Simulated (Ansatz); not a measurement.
# FeAs$_{2}$: experiment and calculation

**Experimental background.**

From “Huge Thermoelectric Power Factor: FeSb2 versus FeAs2 and RuSb2”, 2009, arxiv:0910.0784, for a bulk crystal of FeAs2: band gap 0.2 eV (from transport).

How close the calculation comes is told below.

Computed with DFT LDA, scalar-relativistic, plane waves, PAW in Ansatz.

Cutoff 420 eV; k points 8×6×12 on the computed 6-atom cell (Γ-centred); Gaussian smearing, width 0.01 eV; no spin polarisation.

Relaxed structure, symmetry kept:

```cif
data_structure
_symmetry_space_group_name_H-M 'Pnnm'
_symmetry_Int_Tables_number 58
_cell_length_a 5.2030
_cell_length_b 5.8581
_cell_length_c 2.8222
_cell_angle_alpha 90.000
_cell_angle_beta 90.000
_cell_angle_gamma 90.000
_cell_volume 86.02
loop_
_atom_site_label
_atom_site_type_symbol
_atom_site_symmetry_multiplicity
_atom_site_Wyckoff_symbol
_atom_site_fract_x
_atom_site_fract_y
_atom_site_fract_z
_atom_site_occupancy
Fe1 Fe 2 a 0.00000 0.00000 0.00000 1
As1 As 4 g 0.17984 0.36034 0.00000 1
```

| Property | Result |
| --- | --- |
| Space group | Pnnm (No. 58) |
| Volume per atom | 14.34 Å³ |
| Formation energy from the elements' standard states (uncorrected) | -0.408 eV/atom |
| Kohn–Sham band gap | 0.21 eV, indirect from R to (0.000, 0.000, 0.286) |
| Löwdin character of the top 1 eV of the valence band | Fe 3d 75 %, As 4p 21 % |
| Löwdin character of the lowest 1 eV of the conduction band | Fe 3d 70 %, As 4p 25 % (semilocal functionals without a Hubbard U place empty 3d levels too low) |
| Electron masses at the edge by Cartesian direction of the standard setting (m_e; degenerate bands sorted by energy; no spin-orbit coupling) | x: 0.77; y: 4.6; z: 1.6 |
| Hole masses at the edge by Cartesian direction of the standard setting (m_e; degenerate bands sorted by energy; no spin-orbit coupling) | x: 0.42, 0.42; y: 0.61, 0.61; z: 0.97, 0.97 |
| Bulk modulus | 166 GPa |
| Its pressure derivative | 4.6 |
| Bader charges (e) | Fe (2 in the cell) 0.11, As (4 in the cell) -0.06 |

A ferromagnetic start lost its moments in a first run, so spin was left out; other magnetic orders weren't tried.

A measured band gap of FeAs2 is 0.2 eV (from transport; the paper above); the calculated 0.21 eV misses it by +0.01 eV. Kohn–Sham gaps of semilocal functionals fall short of measured ones as a rule; spin-orbit coupling, left out here, would usually lower the calculated gap of a compound with heavy elements. Lattice constants aren't compared, since papers order the axes of such cells in different ways.